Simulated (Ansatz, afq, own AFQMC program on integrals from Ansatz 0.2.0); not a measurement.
# AlBH, quartet → AlBH, sextet

```xyz
3

B     0.0000    0.0000    0.2519
Al    0.0000    0.0000   -1.6889
H     0.0000    0.0000    1.4370
```

Connectivity, by distances: BH–Al.

E(sextet, charge +0) − E(quartet, charge +0) at this geometry, on UHF and UHF determinants.

Basis cc-pVDZ. Noble-gas cores (and the filled d shells of Ga–Kr and In–Xe) are frozen. Integrals, coupled cluster, full CI and functionals: Ansatz 0.2.0; the random walks run on the same integrals in our own AFQMC program. The CISD trial takes its coefficients from CCSD amplitudes. Released means that phaseless walkers are propagated on without the constraint, phases kept. ± is one standard error of the sampling. The errors of all members are added in quadrature.

No full CI on the walks' own integrals is used here; CCSDT(Q) serves as the reference and is uncertain by about the last step of the cluster series. Each member takes its own surest rung, up to full CI.

Errors are counted within cc-pVDZ, not against nature.

Cautions: AlBH (quartet): lower spins were not checked, its ph-AFQMC/CISD value lies 28 ± 8 meV above CCSDT(Q); AlBH (sextet): another spin lies lower, raised T1 diagnostic (T1 0.042, weight of the determinant 0.91, largest double 0.04), full CI with its own frozen core; the upper state may be diffuse, so the gap hangs on the basis; core correlation is missing, and it shifts such a gap most where an s electron is promoted.

Reference (CCSDT(Q)): 143.4 kcal/mol.

```tsv
level	vertical spin gap (kcal/mol)	error against CCSDT(Q) (kcal/mol)
HF	114.9	-28.5
MP2	139.1	-4.3
CCSD	140.7	-2.7
CCSD(T)	142.8	-0.6
CCSDT	143.2	-0.2
ph-AFQMC/CISD	143.0 ± 0.2	-0.4 ± 0.2
released AFQMC	143.4 ± 0.3	0.0 ± 0.3
```

Correlation beyond CCSD(T) adds 0.6 kcal/mol. The perturbative (T) step is worth +2.1 kcal/mol.

A walk keeps the symmetry of its determinant, which the program's search chose and which needn't be the lowest solution, so a lower state of the same spin and another symmetry isn't excluded. Released energies are given only where the last usable release times agree within the noise; a slower fall can still hide under it.
